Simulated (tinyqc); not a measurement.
Worked calculation: RKS/PBE in the sto-6g basis, for LiH, spin multiplicity 1. One step of it, computed by the program tinyqc.

Task: Iteration 1: building the Kohn-Sham matrix. J_ij = sum D_kl (ij|kl); F = H + J + V_xc; E = tr D H + tr D J / 2 + E_xc + E_nn.

D at the start:
```
            1Li 1s     1Li 2s   1Li 2px   1Li 2py    1Li 2pz      2H 1s
1Li 1s    0.064183  -0.394733  0.000000  0.000000   0.031741   0.191168
1Li 2s   -0.394733   2.763970  0.000000  0.000000   0.806856  -2.024922
1Li 2px   0.000000   0.000000  0.000000  0.000000   0.000000   0.000000
1Li 2py   0.000000   0.000000  0.000000  0.000000   0.000000   0.000000
1Li 2pz   0.031741   0.806856  0.000000  0.000000   3.001314  -2.435682
2H 1s     0.191168  -2.024922  0.000000  0.000000  -2.435682   2.713675
```

core Hamiltonian H = T + V (hartree):
```
            1Li 1s     1Li 2s    1Li 2px    1Li 2py    1Li 2pz      2H 1s
1Li 1s   -4.818652  -1.025774   0.000000   0.000000  -0.020890  -0.435724
1Li 2s   -1.025774  -1.402553   0.000000   0.000000  -0.130408  -0.798851
1Li 2px   0.000000   0.000000  -1.154053   0.000000   0.000000   0.000000
1Li 2py   0.000000   0.000000   0.000000  -1.154053   0.000000   0.000000
1Li 2pz  -0.020890  -0.130408   0.000000   0.000000  -1.258936  -0.917459
2H 1s    -0.435724  -0.798851   0.000000   0.000000  -0.917459  -1.570053
```

Two-electron integrals (ij|kl) in chemists' order, unique and non-zero (hartree):
```
(11|11) 1.681247   (21|11) 0.242603   (21|21) 0.044507   (22|11) 0.397190
(22|21) 0.090279   (22|22) 0.290625   (31|31) 0.009437   (32|31) 0.014261
(32|32) 0.064236   (33|11) 0.397190   (33|21) 0.090279   (33|22) 0.290625
(33|33) 0.313125   (41|41) 0.009437   (42|41) 0.014261   (42|42) 0.064236
(43|43) 0.016875   (44|11) 0.397190   (44|21) 0.090279   (44|22) 0.290625
(44|33) 0.279374   (44|44) 0.313125   (51|51) 0.009437   (52|51) 0.014261
(52|52) 0.064236   (53|53) 0.016875   (54|54) 0.016875   (55|11) 0.397190
(55|21) 0.090279   (55|22) 0.290625   (55|33) 0.279374   (55|44) 0.279374
(55|55) 0.313125   (61|11) 0.102479   (61|21) 0.018271   (61|22) 0.036879
(61|33) 0.036400   (61|44) 0.036400   (61|51) 0.002396   (61|52) 0.004613
(61|55) 0.037837   (61|61) 0.008263   (62|11) 0.177878   (62|21) 0.040613
(62|22) 0.131825   (62|33) 0.125908   (62|44) 0.125908   (62|51) 0.007091
(62|52) 0.036466   (62|55) 0.143659   (62|61) 0.019542   (62|62) 0.090541
(63|31) 0.004026   (63|32) 0.016693   (63|53) 0.006090   (63|63) 0.007747
(64|41) 0.004026   (64|42) 0.016693   (64|54) 0.006090   (64|64) 0.007747
(65|11) 0.204139   (65|21) 0.047224   (65|22) 0.158920   (65|33) 0.148688
(65|44) 0.148688   (65|51) 0.011137   (65|52) 0.056138   (65|55) 0.179384
(65|61) 0.024035   (65|62) 0.121410   (65|65) 0.166610   (66|11) 0.365548
(66|21) 0.085208   (66|22) 0.296287   (66|33) 0.271693   (66|44) 0.271693
(66|51) 0.018884   (66|52) 0.109950   (66|55) 0.345473   (66|61) 0.043913
(66|62) 0.247534   (66|65) 0.347437   (66|66) 0.774999
```

nuclear repulsion = 1.10475409 hartree

V_xc (hartree):
```
            1Li 1s     1Li 2s    1Li 2px    1Li 2py    1Li 2pz      2H 1s
1Li 1s   -0.401745  -0.069931   0.000000   0.000000   0.002881  -0.030165
1Li 2s   -0.069931  -0.236425   0.000000   0.000000   0.017211  -0.122751
1Li 2px   0.000000   0.000000  -0.223969   0.000000   0.000000   0.000000
1Li 2py   0.000000   0.000000   0.000000  -0.223969   0.000000   0.000000
1Li 2pz   0.002881   0.017211   0.000000   0.000000  -0.261360  -0.157703
2H 1s    -0.030165  -0.122751   0.000000   0.000000  -0.157703  -0.399079
```

E_xc = sum of w rho eps_xc = -0.94203938 hartree

Give: Coulomb J; Kohn-Sham matrix F; total energy of this density.

Result:

Coulomb J (hartree):
```
          1Li 1s   1Li 2s  1Li 2px  1Li 2py  1Li 2pz   2H 1s
1Li 1s    1.5226   0.3446   0.0000   0.0000  -0.0072  0.1413
1Li 2s    0.3446   1.1399   0.0000   0.0000  -0.0165  0.5553
1Li 2px   0.0000   0.0000   1.1130   0.0000   0.0000  0.0000
1Li 2py   0.0000   0.0000   0.0000   1.1130   0.0000  0.0000
1Li 2pz  -0.0072  -0.0165   0.0000   0.0000   1.1936  0.6935
2H 1s     0.1413   0.5553   0.0000   0.0000   0.6935  1.4155
```

Kohn-Sham matrix F (hartree):
```
          1Li 1s   1Li 2s  1Li 2px  1Li 2py  1Li 2pz    2H 1s
1Li 1s   -3.6978  -0.7511   0.0000   0.0000  -0.0252  -0.3245
1Li 2s   -0.7511  -0.4991   0.0000   0.0000  -0.1297  -0.3663
1Li 2px   0.0000   0.0000  -0.2650   0.0000   0.0000   0.0000
1Li 2py   0.0000   0.0000   0.0000  -0.2650   0.0000   0.0000
1Li 2pz  -0.0252  -0.1297   0.0000   0.0000  -0.3267  -0.3817
2H 1s    -0.3245  -0.3663   0.0000   0.0000  -0.3817  -0.5536
```

total energy of this density = -1.526263 hartree
